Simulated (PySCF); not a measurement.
B3LYP has the VWN-RPA correlation part, as in Gaussian. 

```xyz
10

C      1.2849     0.1806     0.0153
C     -0.0615    -0.0358     0.6040
C     -1.2663    -0.1077    -0.2616
H      1.2827     1.0166    -0.6934
H      2.0388     0.3830     0.7772
H      1.6289    -0.6971    -0.5549
H     -0.1393    -0.3429     1.6392
H     -1.2834    -1.0297    -0.8647
H     -1.2945     0.7204    -0.9788
H     -2.1903    -0.0873     0.3177
```

Charge 0, multiplicity 2.

Q: Give the Mulliken and meta-Löwdin atomic charges from B3LYP-D3(BJ)/def2-TZVP in PySCF 2.14.0.

A: 
```csv
atom,Mulliken (e),meta-Löwdin (e)
C1,-0.31,-0.33
C2,-0.13,-0.12
C3,-0.31,-0.33
H4,0.11,0.11
H5,0.11,0.12
H6,0.11,0.11
H7,0.11,0.11
H8,0.11,0.11
H9,0.11,0.11
H10,0.11,0.12
```
